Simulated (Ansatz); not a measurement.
Born–Oppenheimer molecular dynamics of AlFH3N (6 atoms, charge 0, multiplicity 1). It starts at the highest image of a converged band. Of that band: Neighbouring images differ by up to 1.4 eV, so the band resolves the path poorly. A vibrational analysis at the climbing image gives one clearly imaginary mode, 1277i cm⁻¹: a first-order saddle point.

All numbers below come from RKS B3LYP/def2-mTZVP in Ansatz.

```
ensemble                      : NVE (velocity Verlet)
time step                     : 0.5 fs
steps asked                   : 200
starting velocities drawn for : 100 K
seed                          : 6071
```

First frame:

```xyz
6
Properties=species:S:1:pos:R:3
Al -0.359 -0.317 0.525
H 1.276 -0.111 1.106
F 1.358 0.395 0.006
N -1.498 -0.051 -0.815
H -2.474 -0.318 -0.835
H -1.245 0.402 -1.687
```

(1) How far do the bonds stretch over the last three quarters of this one trajectory? (Pairs bonded in most of those frames.)

Answers

(1) 
| bond | mean (Å) | spread (Å) | shortest | longest |
| --- | --- | --- | --- | --- |
| Al1–F3 | 1.688 | 0.093 | 1.54 | 1.82 |
| Al1–N4 | 1.774 | 0.050 | 1.71 | 1.85 |
| N4–H5 | 1.021 | 0.014 | 0.99 | 1.05 |
| N4–H6 | 1.022 | 0.011 | 1.00 | 1.05 |

Pairs bonded in part of these frames only: Al1–H2 54 %.

Mean temperature of the second half: 3278 K. The conserved energy stayed within 0.73 meV per atom of its start (net change 0.084 meV per atom), so the integration is sound. The kinetic energy rose, since the run started high on the potential surface and went downhill. A run of 0.1 ps of so small a system gives no equilibrium averages. The orbitals stay closed-shell, which can raise the energy where a bond breaks towards radicals; this wasn't checked here.

The run took 4.6 min on 1 thread of Intel(R) Xeon(R) Platinum 8488C (Sapphire Rapids), with other jobs on the host, peak memory 0.13 GiB.
